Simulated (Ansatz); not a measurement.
# Exact exchange and the HOMO–LUMO gap of C3H7F (2-fluoropropane)

C3H7F has 11 atoms, charge 0, and is taken as a singlet. SMILES: `CC(C)F`. Geometry: relaxed at PBE0-D4/def2-TZVP.

The HOMO–LUMO gap y, in eV, basis cc-pVDZ; a is the functional's share of exact exchange. Programs: Ansatz 0.2.0.

```
functional  program     a  y (eV)
    revPBE   Ansatz     0    8.34
       PBE   Ansatz     0    8.27
     B3LYP   Ansatz   0.2       ?
      PBE0   Ansatz  0.25   10.90
   r2SCAN0   Ansatz  0.25   11.61
     BHLYP   Ansatz   0.5   13.21
```

**Question.** Fit y = c + s·a to the known rows and predict B3LYP.

**Answer.** 
1. Means of the 5 rows: a = 0.2000, y = 10.466.
2. Σ(Δa)² = 0.175, Σ(Δa·Δy) = 1.7665, so the slope is 1.7665/0.175 = 10.094.
3. Intercept: 10.466 − (10.094) × 0.2000 = 8.447. The largest residual of the fit is 0.64.
4. B3LYP: 8.447 + (10.094) × 0.2 = 10.47 eV.

The run gave 10.28 eV, so the prediction is off by +0.19 eV, within the scatter of the fit. Exact exchange lowers occupied levels and raises empty ones. The rows mix families of semi-local functionals, which the line can't see.
